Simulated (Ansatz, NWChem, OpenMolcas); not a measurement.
**How basis sets differ on NH (imidogen)**

NH has 2 atoms, charge 0, and is taken as a triplet. SMILES: `[NH]`. The bond length is the measured one.

```xyz
2

N     0.0000    0.0000    0.0000
H     0.0000    0.0000    1.0362
```

Each level gives the vertical ionisation energy (to the doublet cation) (eV). The values are calculated.

```csv
level,kind,program,value (eV)
UB3LYP/3-21G,global hybrid,OpenMolcas,13.40
UB3LYP/6-31G* (spherical functions),global hybrid,Ansatz,13.55
UB3LYP/6-31G* (Cartesian functions),global hybrid,NWChem,13.61
UB3LYP/6-311G**,global hybrid,Ansatz,13.57
UB3LYP/aug-cc-pVTZ,global hybrid,NWChem,13.72
```

The values span 13.40 to 13.72 eV. Spin contamination of the reference (⟨S²⟩ at least 0.1 too high) touches UB3LYP/6-31G*, UB3LYP/6-311G**.
